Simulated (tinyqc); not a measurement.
Worked calculation: extended Hueckel theory, for LiF. One step of it, computed by the program tinyqc.

Task: Mulliken analysis. P = C n C^T; charge = valence electrons (Li 1, F 7) minus the sum of (P S)_ii on the atom; overlap population = 2 sum P_ij S_ij between two atoms.

coefficients:
```
               MO1        MO2        MO3       MO4        MO5        MO6        MO7        MO8
1Li 2s   -0.002151  -0.012181   0.000000  0.000000   0.886186   0.000000   0.000000   0.545728
1Li 2px   0.000000   0.000000  -0.001175  0.005876   0.000000  -0.632283   0.782508   0.000000
1Li 2py   0.000000   0.000000   0.005876  0.001175   0.000000   0.782508   0.632283   0.000000
1Li 2pz  -0.020580  -0.002939   0.000000  0.000000  -0.465391   0.000000   0.000000   0.988981
2F 2s     1.008166   0.003965   0.000000  0.000000  -0.048486   0.000000   0.000000  -0.492340
2F 2px    0.000000   0.000000  -0.196007  0.979915   0.000000   0.072980  -0.090319   0.000000
2F 2py    0.000000   0.000000   0.979915  0.196007   0.000000  -0.090319  -0.072980   0.000000
2F 2pz   -0.001953   0.998790   0.000000  0.000000   0.029988   0.000000   0.000000   0.136941
```

occupations: 2.000000  2.000000  2.000000  2.000000  0.000000  0.000000  0.000000  0.000000

overlap S:
```
            1Li 2s   1Li 2px   1Li 2py    1Li 2pz     2F 2s    2F 2px    2F 2py     2F 2pz
1Li 2s    1.000000  0.000000  0.000000   0.000000  0.245079  0.000000  0.000000  -0.071521
1Li 2px   0.000000  1.000000  0.000000   0.000000  0.000000  0.109502  0.000000   0.000000
1Li 2py   0.000000  0.000000  1.000000   0.000000  0.000000  0.000000  0.109502   0.000000
1Li 2pz   0.000000  0.000000  0.000000   1.000000  0.379794  0.000000  0.000000  -0.091599
2F 2s     0.245079  0.000000  0.000000   0.379794  1.000000  0.000000  0.000000   0.000000
2F 2px    0.000000  0.109502  0.000000   0.000000  0.000000  1.000000  0.000000   0.000000
2F 2py    0.000000  0.000000  0.109502   0.000000  0.000000  0.000000  1.000000   0.000000
2F 2pz   -0.071521  0.000000  0.000000  -0.091599  0.000000  0.000000  0.000000   1.000000
```

Give: charges; Overlap populations.

Result:

charges: 1Li 1.0106, 2F -1.0106

Overlap populations:
```
pair      value
2-1   -0.023925
```
